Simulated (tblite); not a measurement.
C₄H₄FN (charge +1 and doublet state).
SMILES with atom numbers: `[F:1][CH+:2][CH:3][C@@H:4]1[CH:5]=[N:6]1` (hydrogens: H7 on C2; H8 on C3; H9 on C4; H10 on C5)

Structure used (GFN2-xTB), in Å, numbered top down from 1:
```xyz
10
C4H4FN angstrom
F      2.102    0.458    1.099
C      1.770   -0.318    0.111
C      0.501   -0.316   -0.403
C     -0.532    0.539    0.082
C     -2.021    0.045    0.017
N     -1.675    0.879   -0.799
H      2.579   -0.944   -0.251
H      0.291   -0.984   -1.228
H     -0.288    1.258    0.860
H     -2.718   -0.612    0.489
```

Method: GFN2-xTB as coded in tblite; computed harmonic values from a numerical Hessian at the method's own geometry, unscaled. Against measured fundamentals such values can be off by several per cent, at times by over 20. One conformer, not necessarily the lowest. Open shells enter through the occupations alone, without spin polarisation, and single modes of such species can be off by tens of per cent.

Harmonic wavenumbers (cm⁻¹): 106.1, 177.8, 222.6, 360.4, 390.3, 623.2, 657.6, 770.3, 774.4, 809.0, 850.8, 960.8, 997.0, 1091.2, 1159.5, 1212.4, 1249.4, 1348.5, 1526.1, 1889.5, 3023.2, 3038.8, 3073.1, 3181.6.

A = 13074, B = 1957, C = 1853 MHz; mass 85.033 u (most abundant isotopes); point group C1, symmetry number 1; spin multiplicity 2.

Q: What is the zero-point energy?

A: Half the sum of the wavenumbers: 14747 cm⁻¹ = 176.41 kJ/mol.

Q: What is S at 298.15 K and 1 bar for an ideal gas of classical rigid rotors and harmonic oscillators?

A: Translation 164.27, rotation 110.12, vibration 49.28, spin (R ln 2) 5.76: S = 329.4 J/(mol K).

Q: And Cp and H(298.15 K) − H(0)?

A: Cp = 96.31 J/(mol K), of which vibrations give 63.05 (their classical limit is 24 R = 199.5); H(298.15 K) − H(0) = 18.52 kJ/mol without the zero-point energy, 8.60 from vibrations.

Q: Blend soft modes into free rotors: weight 1/[1 + (100 cm⁻¹/ν̃)⁴] for the oscillator and the rest for a rotor with moment μB/(μ + B), μ = h/(8π²ν), B = 10⁻⁴⁴ kg m². What vibrational entropy results?

A: 48.29 J/(mol K) in place of 49.28, which changes −T·S at 298.15 K by +0.29 kJ/mol.

Q: How do the functions run with temperature in this model?

A: 
```csv
T (K),S (J/(mol K)),Cp (J/(mol K)),H − H(0) (kJ/mol),G − H(0) (kJ/mol),ln q(vib)
150,276.6,61.9,6.84,-34.65,0.84
250,313.5,84.8,14.16,-64.22,1.90
400,360.9,118.5,29.49,-114.88,3.67
600,415.4,150.0,56.58,-192.67,6.13
900,482.1,178.0,106.19,-327.68,9.68
```

q(vib) and H(0) count from the zero-point level.

Q: Which modes carry the vibrational entropy at 298.15 K?

A: 106.1 cm⁻¹: 13.97; 177.8 cm⁻¹: 9.84; 222.6 cm⁻¹: 8.11; 360.4 cm⁻¹: 4.69; 390.3 cm⁻¹: 4.18; 623.2 cm⁻¹: 1.72 J/(mol K); the other 18 give 6.77 together.

Q: What must be added to the electronic energy to get the Gibbs energy at 298.15 K and 1 bar?

A: ZPE + [H(298.15 K) − H(0)] − T·S = 176.41 + 18.52 − 98.22 = 96.71 kJ/mol.

Hindered rotation and anharmonicity are outside this model. Other conformers, if any are populated, would add a mixing term that is left out. The structure is chiral; the term R ln 2 for an equal mix with its mirror image is left out.

Time: 0.14 s of wall time. Hardware: one thread of an Arm Neoverse V2 (shared host). The figure is for the frequency step alone.
